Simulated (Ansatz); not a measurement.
Complex (SMILES): O (H2O) with FCl (F-Cl), atoms 1 to 3 the first; geometry from NCB31 set, monomers rigid:
```xyz
5

O      2.2398     0.0000    -0.0882
H      2.6009     0.7620     0.3771
H      2.6011    -0.7617     0.3772
Cl    -0.3159    -0.0001    -0.0169
F     -1.9723     0.0001     0.0266
```

Interaction energy at PBE with Ansatz (a first-principles code), kcal/mol, without and with the counterpoise correction (monomers among the partner's ghost functions). All functions are spherical. No added dispersion term, no relativity. Reference, counterpoise-corrected: the value in aug-pcseg-3, -6.93.

| basis | functions | uncorrected |
|---|---|---|
| def2-SV(P) | 50 | -10.47 |
| aug-cc-pV(D+d)Z | 96 | -7.35 |
| cc-pV(T+d)Z | 127 | -8.78 |
| def2-TZVPP | 132 | -7.86 |
| def2-TZVPPD | 165 | -6.96 |
| aug-cc-pV(T+d)Z | 193 | -6.98 |
| def2-QZVP | 244 | -7.27 |
| aug-pcseg-3 | 357 | -6.94 |

Problem. How large is the counterpoise correction in each set?

Solution. def2-SV(P) 1.96, aug-cc-pV(D+d)Z 0.31, cc-pV(T+d)Z 1.20, def2-TZVPP 0.60, def2-TZVPPD 0.11, aug-cc-pV(T+d)Z 0.08, def2-QZVP 0.25, aug-pcseg-3 0.02 kcal/mol. The corrected value lies nearer the reference in 7 of 8 rows.
